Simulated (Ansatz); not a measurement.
A nudged elastic band was laid between two geometries of BClH$_{5}$N (8 atoms, charge 0, multiplicity 1).

All numbers below come from RHF/cc-pVDZ (Ansatz 0.2.0).

```json
{
  "movable images": "5",
  "climbing image": "yes",
  "spring": "5.0 eV/Å²",
  "optimiser": "quadratic models (default)",
  "start path": "through a guess of the saddle point",
  "force threshold": "0.03 eV/Å",
  "iteration limit": "60",
  "end points": "relaxed"
}
```

Initial state:

```xyz
8
Properties=species:S:1:pos:R:3
B -0.006 -0.197 0.241
Cl 0.227 0.812 1.819
H 0.921 -0.061 -0.519
H -1.108 -0.051 -0.227
N 0.062 -1.754 0.769
H -0.048 -2.405 0.006
H 0.946 -1.940 1.218
H -0.664 -1.933 1.446
```

Final state:

```xyz
8
Properties=species:S:1:pos:R:3
B 0.085 -0.649 -0.646
Cl -0.370 -0.078 3.591
H 1.057 -0.017 -0.954
H -0.993 -0.417 -1.120
N 0.206 -1.663 0.305
H -0.546 -2.281 0.532
H 1.089 -1.962 0.665
H -0.196 -0.462 2.381
```

**Question.** Which bonds break or form, and what moves?

**Answer.** Bonds broken: B1–Cl2, N5–H8. Bonds formed: Cl2–H8. BClH5N becomes BH4N + ClH.

**Question.** Give the energies along the band, and the barrier.

**Answer.** The forces met the threshold. The highest image is number 3 of 0 to 6, 135.4 kJ/mol above the first end and 92.0 kJ/mol above the last; the last end lies 43.4 kJ/mol above the first. A vibrational analysis at the climbing image gives one clearly imaginary mode, 509i cm⁻¹: a first-order saddle point. The orbitals stay closed-shell, which can raise the energy where a bond breaks towards radicals; this wasn't checked here.

```csv
image,path coordinate (Å),energy (kJ/mol),B1–Cl2 (Å),N5–H8 (Å),Cl2–H8 (Å)
0,0.00,0.0,1.89,1.01,2.91
1,0.81,6.1,1.89,1.01,2.63
2,1.63,61.0,2.16,1.02,2.04
3,2.44,135.4,2.95,1.15,1.71
4,3.09,60.7,3.28,1.92,1.30
5,3.74,45.0,3.86,2.32,1.28
6,4.39,43.4,4.30,2.43,1.28
```

**Question.** What is the geometry of the highest image?

**Answer.** 
```xyz
8
Properties=species:S:1:pos:R:3
B 0.038 -0.451 -0.219
Cl -0.290 0.248 2.627
H 1.046 0.117 -0.482
H -1.032 -0.174 -0.650
N 0.141 -1.679 0.637
H -0.596 -2.357 0.543
H 1.041 -2.127 0.673
H -0.017 -1.106 1.625
```

**Question.** What are the harmonic wavenumbers there?

**Answer.** 509i, 268, 342, 490, 580, 801, 965, 1094, 1190, 1221, 1348, 1590, 1661, 1773, 2769, 2885, 3722, 3818 cm⁻¹.

Run time: 57 s on 1 thread of Arm Neoverse V1, with other jobs on the host, peak memory 0.12 GiB.
